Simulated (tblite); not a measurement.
P3H3.
Z-matrix (Å and degrees, GFN2-xTB geometry), rows numbered from 1:
```
P 
P   1  2.1993
P   2  2.1675  1   59.54
H   1  1.4007  2   97.30  3    90.41
H   2  1.4009  1   97.34  3   -90.42
H   3  1.4013  1   93.85  2   -92.28
```

Calculated harmonic vibrations of the isolated species, GFN2-xTB (tblite), most abundant isotopes, no scaling. Errors from tens to a few hundred cm⁻¹ against measured bands are possible. Modes of hydrogen on phosphorus can be 10 to 20 % off.

Question: How many normal modes are there?

Answer: 6 atoms, non-linear: 3N − 6 = 12.

Question: What is the point group of the computed structure, and how do the modes divide by symmetry?

Answer: Cs. The vibrations span 7 a′ + 5 a″.

Question: How many distinct wavenumbers does the calculation give?

Answer: 12: Cs has no degenerate species.

Question: How many fundamentals are allowed in the infrared by symmetry?

Answer: 12 of 12: in Cs every mode is allowed. All fundamentals are allowed in the Raman spectrum.

Question: How large is the harmonic zero-point energy?

Answer: Half the sum of the wavenumbers, 6176 cm⁻¹, or 73.9 kJ/mol from 12 modes, 39.8 kJ/mol of it from above 1550 cm⁻¹.

Question: What thermal excitation has the softest real mode at 77 K?

Answer: 401.1 cm⁻¹ is a vibrational temperature θ of 577 K. The population of v = 1 over v = 0 is exp(−θ/T) = 0.00056, and the mean quantum number is 0.00056.
